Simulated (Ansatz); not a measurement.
in.yaml

```yaml
crystal:
  periodic: [false, false, false]
  atoms:
    - {symbol: As, position_ang: [0.000000, 0.000000, 0.000000]}
    - {symbol: H, position_ang: [0.000000, 0.000000, 4.148000]}
basis:
  gaussian: {orbitals: def2-SVP}
magnetization: {spin_polarized: false, initial_magnetization: 2}
correlation: {method: sc_nevpt2, electrons: outside_noble_gas, active_space: {window: {electrons: 2, orbitals: 9}, states: [{multiplicity: 3, weights: [1, 1, 1]}], root: 2}}
scf: {lower_state_search: light}
```

```sh
$ ansatz run in.yaml --threads 1 --pin off --events-out ev --progress --plain --max-ram 2393MiB
```

The program prints:

```
510 factors; integrals over basis functions are off by at most 4.6e-8 eV
mean field evaluation 1: about -60793.9795 eV, gradient 1.4e1 eV
mean field evaluation 2: about -60793.9801 eV, gradient 1.4e1 eV
mean field evaluation 4: about -60797.5499 eV, gradient 9.2e0 eV
mean field evaluation 8: about -60799.0949 eV, gradient 7.0e-1 eV
mean field evaluation 16: about -60799.0990 eV, gradient 3.2e-6 eV
mean field evaluation 32: about -60799.0992 eV, gradient 1.1e-4 eV
mean field evaluation 64: about -60799.0990 eV, gradient 1.1e-6 eV
mean field evaluation 96: about -60799.0983 eV, gradient 2.5e-1 eV
mean field evaluation 128: about -60799.0991 eV, gradient 1.3e-2 eV
mean field evaluation 160: about -60799.0991 eV, gradient 1.0e-1 eV
mean field evaluation 192: about -60795.8269 eV, gradient 2.0e-1 eV
mean field evaluation 224: about -60798.8729 eV, gradient 5.4e0 eV
mean field evaluation 256: about -60799.0991 eV, gradient 1.1e-2 eV
mean field evaluation 288: about -60799.0990 eV, gradient 1.0e-2 eV
mean field evaluation 320: about -60799.0990 eV, gradient 1.3e-4 eV
mean field evaluation 352: about -60799.0990 eV, gradient 7.7e-7 eV
mean field evaluation 384: about -60799.0906 eV, gradient 2.0e-2 eV
mean field -60799.09916249 eV, -2234.3256831119 hartree, gradient 1.4e-6 eV, S^2 2.000000; 23 other end points of the search recorded, 0 dependent functions left out
reference -60799.09903026 eV, -2234.3256782526 hartree; 18, 16 occupied and 19, 21 virtual orbitals, 510 factors
state -60797.45267953 eV, -2234.2651759790 hartree
state -60797.45171880 eV, -2234.2651406731 hartree
state -60795.40976509 eV, -2234.1901002583 hartree
state -60797.45267953 eV, -2234.2651759790 hartree; corrected -60799.83152536 eV, -2234.3525969509 hartree
state -60797.45171880 eV, -2234.2651406731 hartree; corrected -60799.82556498 eV, -2234.3523779110 hartree
state -60795.40976509 eV, -2234.1901002583 hartree; corrected -60799.01118316 eV, -2234.3224499311 hartree
Total energy: -60799.01118316 eV, -2234.3224499311 hartree
```

Natural occupations, averaged over the states: 0.6663 0.6645 0.6644 0.0011 0.0011 0.0009 0.0009 0.0004 0.0004.

Ran on 1 thread of Intel Xeon 6975P-C, shared host: 12 s wall, 0.12 GiB peak host memory.
